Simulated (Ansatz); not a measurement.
Process, species as SMILES: ClF (F-Cl) → ClF+ (doublet, bonded as ClF) + e-
B3LYP-D3(BJ)/def2-TZVP geometries, fixed; electronic energies without zero-point terms.
Largest species:
```xyz
2

F      0.0000     0.0000    -1.0729
Cl     0.0000     0.0000     0.5680
```
Charge 0, spin multiplicity 1.

Basis-set convergence of the adiabatic ionisation energy at r2SCAN with Ansatz (a program for electronic structure). Cartesian d functions, on some or all atoms, in 6-31G**, 6-311G**; all else is spherical. The program fits the integrals of some runs and decomposes those of others, by size. Open shells are unrestricted. No added dispersion term, no relativity. Functions are those of the species that has most. Reference: the value in aug-cc-pV(5+d)Z, 12.407 eV, itself unsure by roughly 0.004 eV (its mean distance from pcseg-4, aug-pcseg-3, aug-cc-pV(Q+d)Z). Deviations are taken from unrounded values.

| basis | functions | adiabatic ionisation energy (eV) | minus reference (eV) |
|---|---|---|---|
| STO-3G | 14 | 11.327 | -1.080 |
| 3-21G | 22 | 12.822 | 0.415 |
| 6-31G | 22 | 13.144 | 0.738 |
| 6-31G** | 34 | 12.409 | 0.002 |
| 6-311G** | 45 | 12.595 | 0.188 |
| aug-pcseg-1 | 50 | 12.692 | 0.285 |
| aug-cc-pV(D+d)Z | 55 | 12.592 | 0.185 |
| jun-cc-pV(T+d)Z | 87 | 12.436 | 0.030 |
| aug-pcseg-2 | 96 | 12.451 | 0.044 |
| aug-cc-pV(T+d)Z | 101 | 12.431 | 0.024 |
| aug-cc-pV(Q+d)Z | 169 | 12.414 | 0.007 |
| aug-pcseg-3 | 174 | 12.410 | 0.003 |
| aug-cc-pV(5+d)Z | 263 | 12.407 | 0.000 |

The smallest set listed that lies within 0.1 eV of the reference with all its larger relatives (same family, alike in diffuse functions; a set with none counts only in the reference's own line) is jun-cc-pV(T+d)Z (87 functions, 0.030 eV off). Inside the window by cancellation, since a larger relative falls out: 6-31G**.
